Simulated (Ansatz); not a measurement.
Predict the output of the script below (the Python package of Ansatz (0.2.0)).

`ch3nsi.py`
```python
'''Static correlation in CH3NSi: natural occupations of an active space.'''

import ansatz

BASIS_SET = 'cc-pVDZ'

geometry_ang = [
    ('C', (-0.4118, -0.9813, -0.1186)),
    ('N', (0.7376, -0.8962, 0.2569)),
    ('Si', (-0.025, 0.742, -0.0281)),
    ('H', (-1.0951, -1.7283, -0.3466)),
    ('H', (0.808, 1.363, -1.1135)),
    ('H', (0.0284, 1.4367, 1.3036)),
]
mol = ansatz.Crystal.molecule()
for symbol, xyz in geometry_ang:
    mol = mol.atom(symbol, xyz)

calculation = mol.calculation().basis(gaussian=BASIS_SET).correlation(active_electrons=4, active_orbitals=4)
for method in [None, 'sc_nevpt2']:
    summary = (calculation if method is None else calculation.correlation(method)).run(threads=1, pin='off').report
    space = summary['configurations']
    state = space['states'][0]
    print(method or 'casscf', f'total {summary["free_energy_ev"] / 27.211386246:.6f} Ha, active-space state {state["energy"]["hartree"]:.6f} Ha, mean field {summary["reference_energy_ev"] / 27.211386246:.6f} Ha')
    print('  determinants', state['n_determinants'], ' natural occupations', [round(n, 3) for n in space['natural_occupations']])
```

Output of `python ch3nsi.py`:
```text
casscf total -382.965209 Ha, active-space state -382.965209 Ha, mean field -382.908471 Ha
  determinants 36  natural occupations [1.964, 1.941, 0.06, 0.036]
sc_nevpt2 total -383.287370 Ha, active-space state -382.965206 Ha, mean field -382.908471 Ha
  determinants 36  natural occupations [1.964, 1.941, 0.06, 0.036]
```

What to keep in mind:
- These settings explore the input space; basis and method may be short of convergence.
- The geometry is a force-field or estimated start, not a minimum of this method, and the basis set is short of its limit. The active space starts as a window about the frontier orbitals and is then optimised, not chosen by chemistry.
- Hardware and time: 3.4 s on 1 thread of Arm Neoverse V2 (shared host), peak memory 0.16 GiB.
